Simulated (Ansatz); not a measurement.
Total energies of CH4NO2P (`OC(O)=NP`).

```xyz
9

O     0.646   -0.796    1.433
C     0.671    0.245    0.612
O     1.591    1.107    1.022
N    -0.033    0.474   -0.427
P    -1.184   -0.721   -0.845
H    -0.039   -1.406    1.102
H     1.563    1.839    0.391
H    -2.316    0.108   -1.059
H    -0.898   -0.850   -2.228
```

The species carries charge 0 and has multiplicity 1. The structure was optimised at the PBE0-D4/def2-TZVP level. It is one conformer, not always the lowest. Basis def2-TZVPP, Ansatz.

RPA on PBE orbitals: Hartree–Fock energy of these orbitals -585.16299 Eh, correlation -1.54572 Eh (frozen core).

```csv
functional,energy without D4 (Eh),D4 term (kJ/mol)
PBE,-586.76132,-17.9
revPBE,-587.04520,-61.0
r2SCAN,-587.03524,-4.4
B97M-V,-587.04136,–
PBE0,-586.78910,-14.9
B3LYP,-587.20323,-28.8
r2SCANh,-587.01738,-4.6
HSE06 (plane-wave form),-586.77101,-13.8
BHLYP,-587.04843,-20.6
CAM-B3LYP,-587.10122,-15.0
LC-ωPBE,-586.93032,–
ωB97X-V,-587.04922,–
ωB97M-V,-587.08788,–
PBE-QIDH,-586.66512,–
```

Give the same for LDA (SPW92), BLYP, r2SCAN0, B2PLYP. (Estimate.)

Ansatz gave: 
```csv
functional,energy without D4 (Eh),D4 term (kJ/mol)
LDA (SPW92),-584.06110,–
BLYP,-587.13003,-40.5
r2SCAN0,-586.99204,-5.1
B2PLYP,-586.88816,–
```

B3LYP takes the VWN-RPA correlation (the form of Gaussian; ORCA's B3LYP/G). HSE06 is the plane-wave form, built on full-range PBE exchange. The double hybrids freeze the cores in their second-order part.

LC-ωPBE has ω = 0.4 bohr⁻¹.
